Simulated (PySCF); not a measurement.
Dipole moment and polarisability of `C/C=N/CC`

C4H9N.
Structure used (PBE0-D3(BJ)/def2-SVP), in Å, numbered top down from 1:
```
atom  x, y, z in Å
C1     2.4445    0.3743    0.0915
C2     1.0917    0.0705    0.6403
N3     0.1108   -0.2415   -0.0943
C4    -1.1618   -0.5030    0.5268
C5    -2.2239    0.4515    0.0056
H6     3.2018   -0.2966    0.5290
H7     2.4430    0.2615   -1.0006
H8     2.7453    1.4027    0.3513
H9     0.9827    0.1312    1.7466
H10   -1.1075   -0.4477    1.6355
H11   -1.4534   -1.5370    0.2715
H12   -2.2613    0.4185   -1.0932
H13   -1.9996    1.4875    0.3028
H14   -3.2172    0.1883    0.3988
```

Level: B3LYP/def2-SVPD (PySCF), static field, nuclei fixed, core orbitals frozen in the response. The polarisability tensor in these axes (au):

```
x   80.03  4.28  2.69
y    4.28 50.63  0.00
z    2.69  0.00 56.40
```

**Question.** Diagonalise the tensor; give its mean and Δα, where Δα² is half the sum of the squared differences of the eigenvalues.

**Answer.** Principal values 50.00, 56.14 and 80.93 au; mean 62.35 au = 9.24 Å³ = 10.28 × 10⁻⁴⁰ C²·m²/J; Δα = 28.37 au (45 % of the mean).

**Question.** What is the dipole moment, and where does it point?

**Answer.** (0.43, 0.24, 1.34) D, 1.43 D in size, pointing from the negative to the positive side. Measured along this direction, the outermost atoms are H12 at the negative end and H9 at the positive end.

**Question.** Find the Langevin capture rate constant for NO+ (29.998 u) meeting this molecule (71.073 u), k = 2.342 × 10⁻⁹ cm³/s × √(α in Å³ / reduced mass in u).

**Answer.** The reduced mass is 21.09 u, so k = 1.55 × 10⁻⁹ cm³/s. The formula leaves out the permanent dipole, which adds to the capture rate.

**Question.** Along which axes do the principal values lie, and how far do the nuclei extend along each?

**Answer.** Largest value along (0.98, 0.14, 0.11), where the nuclei span 6.27 Å; middle along (-0.10, -0.08, 0.99), 3.02 Å; least along (-0.15, 0.99, 0.06), 3.07 Å. 

**Question.** What depolarisation ratio follows for Rayleigh scattering of linearly polarised light, taking the static tensor?

**Answer.** ρ = 3Δα²/(45ᾱ² + 4Δα²) = 2414.3/(174967 + 3219.0) = 0.0135.

The structure is a single PBE0-D3(BJ)/def2-SVP conformer in the gas phase; no vibrational or solvent corrections.
